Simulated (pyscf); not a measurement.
Optimised with ωB97X-D3(BJ)/def2-SVP in PySCF.

SMILES: [OH][Hf]([O]C(C)(C)C)([OH])[OH]
```xyz
21

C      0.0881     1.2816    -1.5833
C      0.9146     0.6582    -0.4542
C      1.9018     1.6791     0.1207
C      1.6543    -0.5884    -0.9503
O      0.0352     0.2695     0.5716
Hf    -1.0297    -0.2425     2.0982
O     -1.2377     1.2932     3.2625
O     -2.7659    -0.8518     1.4859
O     -0.1183    -1.6669     3.0462
H     -0.6343     0.5473    -1.9724
H      0.7313     1.6154    -2.4130
H     -0.4735     2.1492    -1.2029
H      1.3578     2.5571     0.5029
H      2.4630     1.2309     0.9559
H      2.6203     2.0169    -0.6431
H      0.9309    -1.3338    -1.3163
H      2.3497    -0.3426    -1.7686
H      2.2284    -1.0408    -0.1264
H     -1.3425     2.0472     3.8368
H     -3.6088    -1.1559     1.1596
H      0.3185    -2.3649     3.5273
```
Charge 0, spin multiplicity 1.

**Question.** How much does it cost (ΔH, 298 K, ωB97M-D3(BJ)/def2-TZVP) to split `[CH3][C]([CH3])([CH3])[O][Hf]([OH])([OH])[OH]` at its C–O bond into H₃C–C•(CH₃)–CH₃ + [O–Hf(OH)(OH)–OH]•?

**Answer.** C–O to H₃C–C•(CH₃)–CH₃ + [O–Hf(OH)(OH)–OH]•: 100.6 kcal/mol. The 7 functionals that were run give +93.0 (r²SCAN) to +103.1 kcal/mol (M06-2X). The radicals are drawn with the spin at the cut bond; how far it spreads was not checked. Other isomers of H₃C–C•(CH₃)–CH₃, [O–Hf(OH)(OH)–OH]• were not searched in full and may lie lower. Open-shell species with a d-block atom are single-reference here; other states, and whether the spin sits on metal or ligand, were not checked. Elements past Kr carry the def2 core potentials, without spin-orbit coupling.
